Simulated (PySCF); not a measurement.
# CH5BO: the cost of one run

The runs use PySCF 2.14.0, with density-fitted response routines of our own; the level of theory stands in each step. All values are computed, except where a source is named. Atoms count from 0, in the outputs and in this text.

## 1. The molecule as given

8 atoms, charge 0, multiplicity 1; geometry from: GFN2-xTB. The atoms were then displaced at random by about 0.01 Å, so the start is not that level's minimum.

Bonds of the start (Å): B0–O1 1.35, O1–C2 1.42, B0–H3 1.17, B0–H4 1.15, C2–H5 1.09, C2–H6 1.09, C2–H7 1.07.

## 2. Geometry optimisation at PBE0-D3(BJ)/def2-SVP

Job settings and geometry (Å):

```
{"job": {"xc": "PBE0", "basis": "def2-SVP", "d3": "d3bj", "grid": 1, "shake": 0.01, "kind": "geom"}, "charge": 0, "multiplicity": 1}
B      1.346150    -0.187040     0.229670
O      0.200730     0.495280     0.453780
C     -1.062190     0.182570    -0.113770
H      1.406790    -1.097130    -0.496340
H      2.270830     0.236910     0.770660
H     -1.403710     1.053830    -0.672670
H     -0.973140    -0.685110    -0.767530
H     -1.730320    -0.018440     0.699220
```

Command:

```bash
OMP_NUM_THREADS=1 python probes_run.py task.json out
```

This one command runs all jobs of the session in turn.

Q: Estimate the wall time and peak memory of this first job on 1 thread of Intel Xeon 6975P-C, shared host.

About 6.7 s, with a peak of 0.3 GiB.
